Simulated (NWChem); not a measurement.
Everything below was run with NWChem. System: F3N, charge 1, spin multiplicity 2, at the geometry of a parent with another charge or spin, in a state set for the comparison that need not be this species' ground state. Its SCF solution wasn't tested for a lower state. Level: ROCCSD(T)/6-31G* (spherical d), 4 core orbitals frozen.

Input file:

```
start mol
memory heap 100 mb stack 700 mb global 1900 mb
charge 1
geometry units angstroms nocenter noautoz
  F      0.616153    -0.118856     1.065783
  N     -0.003236     0.474531     0.000000
  F      0.616153    -0.118856    -1.065783
  F     -1.229789    -0.131368     0.000000
  symmetry group Cs
end
basis spherical
  * library 6-31g*
end
scf
  rohf
  nopen 1
  maxiter 100
  thresh 1e-7
  semidirect memsize 60000000 filesize 0
  # guess.movecs holds the orbitals of an unrestricted PBE0 run
  vectors input guess.movecs output mol.movecs
end
tce
  freeze core 4
  ccsd(t)
  2eorb
  2emet 13
  thresh 1e-6
  maxiter 100
  tilesize 24
end
task tce energy
```

Output (cleaned and shortened):

```
             Northwest Computational Chemistry Package (NWChem) 7.3.0
             --------------------------------------------------------

                                NWChem Input Module
                                -------------------

 Scaling coordinates for geometry "geometry" by  1.889725989
 (inverse scale =  0.529177249)

 Turning off AUTOSYM since
 SYMMETRY directive was detected!

                             Geometry "geometry" -> ""
                             -------------------------

 Output coordinates in angstroms (scale by  1.889725989 to convert to a.u.)

  No.       Tag          Charge          X              Y              Z
 ---- ---------------- ---------- -------------- -------------- --------------
    1 F                    9.0000     0.61615300    -0.11885600     1.06578300
    2 N                    7.0000    -0.00323600     0.47453100     0.00000000
    3 F                    9.0000     0.61615300    -0.11885600    -1.06578300
    4 F                    9.0000    -1.22978900    -0.13136800     0.00000000

 Effective nuclear repulsion energy (a.u.)     133.4330224052

            Nuclear Dipole moment (a.u.)
            ----------------------------
        X                 Y               Z
 ---------------- ---------------- ----------------
     0.0000018897    -0.0000056692     0.0000000000

      Symmetry information
      --------------------

 Group name             Cs
 Group number              2
 Group order               2
 No. of unique centers     3

      Symmetry unique atoms

     1    2    4


 Summary of "ao basis" -> "" (spherical)
 ------------------------------------------------------------------------------
       Tag                 Description            Shells   Functions and Types
 ---------------- ------------------------------  ------  ---------------------
 *                           6-31g*                   on all atoms

 Summary of "ao basis" -> "ao basis" (spherical)
 ------------------------------------------------------------------------------
       Tag                 Description            Shells   Functions and Types
 ---------------- ------------------------------  ------  ---------------------
 F                           6-31g*                  6       14   3s2p1d
 N                           6-31g*                  6       14   3s2p1d

                                 NWChem SCF Module
                                 -----------------

  ao basis        = "ao basis"
  functions       =    56
  atoms           =     4
  closed shells   =    16
  open shells     =     1
  charge          =   1.00
  wavefunction    = ROHF
  use symmetry    = T
  symmetry adapt  = T

 Summary of "ao basis" -> "ao basis" (spherical)
 ------------------------------------------------------------------------------
       Tag                 Description            Shells   Functions and Types
 ---------------- ------------------------------  ------  ---------------------
 F                           6-31g*                  6       14   3s2p1d
 N                           6-31g*                  6       14   3s2p1d

      Symmetry analysis of basis
      --------------------------

        a'         34
        a"         22

 Forming initial guess at       0.0s

      Symmetry analysis of molecular orbitals - initial
      -------------------------------------------------

  Numbering of irreducible representations:

     1 a'          2 a"

  Orbital symmetries:

     1 a'          2 a'          3 a"          4 a'          5 a'
     6 a'          7 a"          8 a'          9 a'         10 a"
    11 a'         12 a"         13 a'         14 a'         15 a"
    16 a"         17 a'         18 a"         19 a'         20 a'
    21 a'         22 a"         23 a'         24 a'         25 a'
    26 a"         27 a'

 Starting SCF solution at       0.0s

 ----------------------------------------------
         Quadratically convergent ROHF

 Convergence threshold     :          1.000E-07
 Maximum no. of iterations :          100
 Final Fock-matrix accuracy:          1.000E-09
 ----------------------------------------------

              iter       energy          gnorm     gmax       time
             ----- ------------------- --------- --------- --------
                 1     -351.9631992660  9.07D-01  2.23D-01      0.1
                 2     -352.0121486268  5.36D-01  1.69D-01      0.1
                 3     -352.0345239029  4.19D-01  7.75D-02      0.1
                 4     -352.0452353889  3.02D-02  1.67D-02      0.2
                 5     -352.0456484253  1.36D-03  5.21D-04      0.2
                 6     -352.0456490278  1.84D-06  8.94D-07      0.3
                 7     -352.0456490278  9.45D-09  3.54D-09      0.4

       Final ROHF results
       ------------------

         Total SCF energy =   -352.045649027812
      One-electron energy =   -744.014411723378
      Two-electron energy =    258.535740290356
 Nuclear repulsion energy =    133.433022405210

        Time for solution =      0.3s

       Symmetry analysis of molecular orbitals - final
       -----------------------------------------------

  Numbering of irreducible representations:

     1 a'          2 a"

  Orbital symmetries:

     1 a'          2 a"          3 a'          4 a'          5 a'
     6 a'          7 a"          8 a'          9 a'         10 a"
    11 a'         12 a'         13 a"         14 a"         15 a'
    16 a"         17 a'         18 a"         19 a'         20 a'
    21 a'         22 a"         23 a'         24 a'         25 a'
    26 a"         27 a'
[...]
  ----- ------------  ---------------      ----- ------------  ---------------
     5      0.378511  1 F  pz                33      0.378511  3 F  pz
    47      0.327183  4 F  pz                 9      0.256974  1 F  pz
    37      0.256974  3 F  pz                 4      0.212769  1 F  py
    32     -0.212769  3 F  py                51      0.213345  4 F  pz

 Vector   17  Occ=1.000000D+00  E=-7.193239D-01  Symmetry=a'
              MO Center= -3.8D-03,  5.6D-01,  2.2D-13, r^2= 1.0D+00
   Bfn.  Coefficient  Atom+Function         Bfn.  Coefficient  Atom+Function
  ----- ------------  ---------------      ----- ------------  ---------------
    18      0.621003  2 N  py                20      0.369446  2 N  s
    16      0.257155  2 N  s                  4     -0.214591  1 F  py
    32     -0.214591  3 F  py                46     -0.215119  4 F  py
    22      0.194072  2 N  py                 8     -0.168355  1 F  py
    36     -0.168355  3 F  py                50     -0.168901  4 F  py

 Vector   18  Occ=0.000000D+00  E=-1.119112D-01  Symmetry=a"
              MO Center=  1.4D-01,  3.2D-01,  1.8D-09, r^2= 1.4D+00
   Bfn.  Coefficient  Atom+Function         Bfn.  Coefficient  Atom+Function
  ----- ------------  ---------------      ----- ------------  ---------------
    23      0.750216  2 N  pz                19      0.632501  2 N  pz
     6     -0.362938  1 F  s                 34      0.362938  3 F  s
     8     -0.227404  1 F  py                36      0.227404  3 F  py
     9      0.226262  1 F  pz                37      0.226262  3 F  pz
     7      0.219401  1 F  px                35     -0.219401  3 F  px

 Vector   19  Occ=0.000000D+00  E=-1.118888D-01  Symmetry=a'
              MO Center= -1.5D-01,  3.2D-01, -1.7D-09, r^2= 1.4D+00
   Bfn.  Coefficient  Atom+Function         Bfn.  Coefficient  Atom+Function
  ----- ------------  ---------------      ----- ------------  ---------------
    21      0.750247  2 N  px                17      0.632486  2 N  px
    48      0.419038  4 F  s                 49      0.350137  4 F  px
    45      0.283374  4 F  px                50      0.266661  4 F  py
    46      0.232326  4 F  py                 9      0.217950  1 F  pz
    37     -0.217950  3 F  pz                 6     -0.209651  1 F  s

 Vector   20  Occ=0.000000D+00  E=-6.857139D-02  Symmetry=a'
              MO Center= -3.1D-04,  7.7D-03, -9.0D-13, r^2= 1.4D+00
   Bfn.  Coefficient  Atom+Function         Bfn.  Coefficient  Atom+Function
  ----- ------------  ---------------      ----- ------------  ---------------
    20      0.818440  2 N  s                 22     -0.534026  2 N  py
    18     -0.462279  2 N  py                16      0.450408  2 N  s
    49     -0.378244  4 F  px                 6     -0.343405  1 F  s
    34     -0.343405  3 F  s                 48     -0.343637  4 F  s
     9      0.327975  1 F  pz                37     -0.327975  3 F  pz

 center of mass
 --------------
 x =   0.00006668 y =  -0.00976929 z =   0.00000000

 moments of inertia (a.u.)
 ------------------
         168.469461229493          -0.946893313138           0.000000000000
          -0.946893313138         308.249117563761           0.000000000000
           0.000000000000           0.000000000000         168.462061485783

  Mulliken analysis of the total density
  --------------------------------------

    Atom       Charge   Shell Charges
 -----------   ------   -------------------------------------------------------
    1 F    9     9.11   2.00  0.98  3.17  1.04  1.88  0.03
    2 N    7     5.67   2.00  0.92  1.94  0.32  0.37  0.12
    3 F    9     9.11   2.00  0.98  3.17  1.04  1.88  0.03
    4 F    9     9.11   2.00  0.98  3.17  1.04  1.88  0.03

 Mulliken analysis of the open-shell density
 -------------------------------------------

    Atom       Charge   Shell Charges
 -----------   ------   -------------------------------------------------------
    1 F    9     0.08   0.00  0.00  0.06 -0.00  0.02  0.00
    2 N    7     0.75   0.00  0.08  0.47  0.11  0.09  0.00
    3 F    9     0.08   0.00  0.00  0.06 -0.00  0.02  0.00
    4 F    9     0.08   0.00  0.00  0.06 -0.00  0.02  0.00

       Multipole analysis of the density wrt the origin
       ------------------------------------------------

     L   x y z        total         open         nuclear
     -   - - -        -----         ----         -------
     0   0 0 0      1.000000     -1.000000     34.000000

     1   1 0 0     -0.004465      0.007157      0.000002
     1   0 1 0      0.652129     -1.050422     -0.000006
     1   0 0 1      0.000000     -0.000000      0.000000

     2   2 0 0    -11.848454     -1.098839     73.010780
     2   1 1 0     -0.000805      0.009306      0.446535
     2   1 0 1     -0.000000     -0.000000      0.000000
     2   0 2 0    -11.739158     -2.463066      7.091624
     2   0 1 1      0.000000     -0.000000      0.000000
     2   0 0 2    -11.848473     -1.098762     73.014271

                   NWChem Extensible Many-Electron Theory Module
                   ---------------------------------------------


            General Information
            -------------------
      Number of processors :     1
         Wavefunction type : Restricted open-shell Hartree-Fock
          No. of electrons :    33
           Alpha electrons :    17
            Beta electrons :    16
           No. of orbitals :   112
            Alpha orbitals :    56
             Beta orbitals :    56
        Alpha frozen cores :     4
         Beta frozen cores :     4
     Alpha frozen virtuals :     0
      Beta frozen virtuals :     0
         Spin multiplicity : doublet
    Number of AO functions :    56
       Number of AO shells :    24
        Use of symmetry is : on
      Symmetry adaption is : on
         Schwarz screening : 0.10D-09

          Correlation Information
          -----------------------
          Calculation type : Coupled-cluster singles & doubles w/ perturbation
   Perturbative correction : (T)
            Max iterations :      100
        Residual threshold : 0.10D-05
     T(0) DIIS level shift : 0.00D+00
     L(0) DIIS level shift : 0.00D+00
     T(1) DIIS level shift : 0.00D+00
     L(1) DIIS level shift : 0.00D+00
     T(R) DIIS level shift : 0.00D+00
     T(I) DIIS level shift : 0.00D+00
   CC-T/L Amplitude update :  5-th order DIIS
                I/O scheme : Global Array Library
        L-threshold :  0.10D-05
        EOM-threshold :  0.10D-05
 no EOMCCSD initial starts read in
 TCE RESTART OPTIONS
 SLICE:      F
 D4D5:       F
 quantumc:   F
 qrotation:  F
 pwtce:      F
 qducc:      F
 nacto:                         0
 nrotv:                         0
 nrot:                          0

            Memory Information
            ------------------
          Available GA space size is     249030528 doubles
          Available MA space size is     104854860 doubles

 Maximum block size supplied by input
 Maximum block size        24 doubles

 tile_dim =     23

 -------------------------------------------------
   1    alpha     a'     7 doubles       0       1
   2    alpha     a'     1 doubles       7       2
   3    alpha     a"     5 doubles       8       3
   4    beta      a'     7 doubles      13       4
   5    beta      a"     5 doubles      20       5
   6    alpha     a'    23 doubles      25       6
   7    alpha     a"    16 doubles      48       7
   8    beta      a'     1 doubles      64       8
   9    beta      a'    23 doubles      65       9
  10    beta      a"    16 doubles      88      10

 Global array virtual files algorithm will be used

 Parallel file system coherency ......... OK

 4-electron integrals stored in orbital form

 v2    file size   =          1123482
 4-index algorithm nr.  13 is used
 imaxsize =       30
 imaxsize ichop =        0


CCSD iterations
 ---------------------------------------------------------
 Iter          Residuum       Correlation     Cpu    Wall
 ---------------------------------------------------------
    1   0.2483042873322  -0.6904443426433     0.2     0.2
    2   0.0650038408092  -0.6776973658618     0.2     0.2
    3   0.0380513713895  -0.6910454336808     0.2     0.2
    4   0.0201843013514  -0.6942300257179     0.2     0.2
    5   0.0222004573127  -0.6938827749411     0.2     0.2
    6   0.0067138277968  -0.6962888364928     0.2     0.2
    7   0.0038966825763  -0.6962665329529     0.2     0.2
    8   0.0025912488885  -0.6962681302574     0.2     0.2
    9   0.0018429281332  -0.6964161985226     0.2     0.2
   10   0.0011905621387  -0.6964731776234     0.2     0.2
   11   0.0003103595902  -0.6966684672186     0.2     0.2
   12   0.0001640802863  -0.6966327075146     0.2     0.2
   13   0.0001479358737  -0.6966608519812     0.2     0.2
   14   0.0001177577465  -0.6966448509165     0.2     0.2
   15   0.0001120918485  -0.6966624182290     0.2     0.2
   16   0.0000188085399  -0.6966584352361     0.2     0.2
   17   0.0000129082326  -0.6966563378623     0.2     0.2
   18   0.0000125198556  -0.6966563733230     0.2     0.2
   19   0.0000152211289  -0.6966562781376     0.2     0.2
   20   0.0000190906037  -0.6966564458467     0.2     0.2
   21   0.0000015584356  -0.6966564611851     0.2     0.2
   22   0.0000008369496  -0.6966564567645     0.2     0.2
 -----------------------------------------------------------------
 Iterations converged
 CCSD correlation energy / hartree =        -0.696656456764547
 CCSD total energy / hartree       =      -352.742305484576718

 Singles contributions
    17a'  (beta ) ---    11a'  (beta )        0.2112602301

 Doubles contributions
 CCSD(T)
 Using plain CCSD(T) code
             total no. of tasks          148
 total no. of tasks / no. procs          148
                         wl_min          175           2.4
                         wl_max      4173281          12.7
        thresh for no. of tasks          148

 CCSD[T]  correction energy / hartree =        -0.031070199088283
 CCSD[T] correlation energy / hartree =        -0.727726655852830
 CCSD[T] total energy / hartree       =      -352.773375683664995
 CCSD(T)  correction energy / hartree =        -0.024846931998414
 CCSD(T) correlation energy / hartree =        -0.721503388762961
 CCSD(T) total energy / hartree       =      -352.767152416575129

 Task  times  cpu:       12.3s     wall:       12.3s

 Total times  cpu:       12.3s     wall:       12.3s
```
